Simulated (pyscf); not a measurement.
HO–V(Cl)(Cl)(Cl)–Cl → O=V(Cl)(Cl)–Cl + hydrogen chloride (HCl) (elimination; singlet surface; H–O, Cl–V broken, Cl–H formed). Structures and frequencies: ωB97X-D3(BJ)/def2-SVP in PySCF. Energies in eV from the reactant's lowest minimum found.

```csv
level,barrier,reaction energy
ωB97X-D3(BJ)/def2-TZVP,0.34,-0.90
PBE/def2-TZVP,0.27,-0.64
r²SCAN/def2-TZVP,0.30,-0.61
PBE0-D3(BJ)/def2-TZVP,0.30,-0.73
M06-2X/def2-TZVP,0.27,-0.93
HF/def2-TZVP,0.39,-1.64
```

The functionals in the table span 0.07 eV in this barrier, from M06-2X to ωB97X-D3(BJ). One saddle was located; it need not be the lowest between these sides.
